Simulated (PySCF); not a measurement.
## SMILES C=C[C@@H]1C[C@H]1S, C$_{5}$H$_{8}$S

Geometry:
```tsv
atom	x (Å)	y (Å)	z (Å)
C1	-2.249	-0.831	-0.516
C2	-0.964	-0.566	-0.767
C3	-0.124	0.348	0.027
C4	0.966	1.154	-0.627
C5	1.333	0.007	0.257
S6	2.118	0.382	1.818
H7	-2.772	-0.363	0.322
H8	-2.821	-1.521	-1.141
H9	-0.473	-1.051	-1.620
H10	-0.623	0.829	0.874
H11	1.124	1.035	-1.702
H12	1.133	2.166	-0.250
H13	1.706	-0.894	-0.241
H14	1.540	-0.607	2.535
```

Theory: GIAO B3LYP/pcSseg-1 magnetisability, rotational g tensor and spin-rotation constants, non-relativistic, gas phase (PySCF 2.14.0). Geometry: PBE0-D3(BJ)/def2-SVP.

**Question.** Give the nuclear spin-rotation constants along the inertial axes (H = +C I·J) beside the isotropic shieldings.

**Answer.** Rotational constants 7.1591, 1.4305, 1.2848 GHz. A star marks the isotopologue with that one atom substituted, in its own axes.
```csv
atom,isotope,Caa (kHz),Cbb (kHz),Ccc (kHz),mean (kHz),σ (ppm)
H7,1H,-0.698,-0.087,0.050,-0.245,26.0
H8,1H,0.257,-0.153,-0.068,0.012,26.2
H9,1H,-0.732,-0.091,0.052,-0.257,26.3
H10,1H,-0.756,-0.119,-0.011,-0.295,30.2
H11,1H,-0.674,-0.036,-0.112,-0.274,30.7
H12,1H,-0.574,-0.131,-0.041,-0.248,30.5
H13,1H,-0.752,-0.153,0.026,-0.293,29.8
H14,1H,-0.805,0.030,-0.138,-0.304,29.1
C1,13C*,2.401,0.303,0.474,1.060,58.9
C2,13C*,2.655,0.367,0.554,1.192,29.6
C3,13C*,1.200,0.317,0.187,0.568,145.0
C4,13C*,0.861,0.294,0.173,0.443,160.4
C5,13C*,1.037,0.256,0.184,0.492,159.3
S6,33S*,1.802,0.296,0.354,0.817,523.5
```
For the geometry as given, no vibrational averaging.

**Question.** How do the rotational constants and the g tensor change when H7, H8, H9, H10, H11, H12, H13, H14 are replaced by deuterium?

**Answer.** Constants 5.4002, 1.2824, 1.1484 GHz; g -0.0017, -0.0065, -0.0062, against -0.0018, -0.0072, -0.0069 before.
